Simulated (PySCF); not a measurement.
**Relaxation of singlet O3**

Level of theory: PySCF, PBE, basis O def2-TZVP (no relativity, density fitting). A (50,194) grid was used.

A hand-made bent start, of C2v symmetry, held to at least that symmetry:

```xyz
3
charge 0 multiplicity 1, angstrom
O     0.0000    0.0000   -0.4359
O     0.9338    0.0000    0.2180
O    -0.9338    0.0000    0.2180
```

Problem. What forces act on the atoms at the start (eV/Å)?

Solution. 
```tsv
atom	Fx	Fy	Fz
O1	0.00	0.00	-8.09
O2	12.40	0.00	4.04
O3	-12.40	0.00	4.04
```

Problem. What does it relax to?

Solution. It ends at C2v with O–O 1.273 Å (×2); O–O–O 118.2°. A frequency run shows a minimum. Other isomers or separated fragments may lie lower.

Problem. How much energy is released, and in how many steps?

Solution. 158.7 kJ/mol in 5 steps.
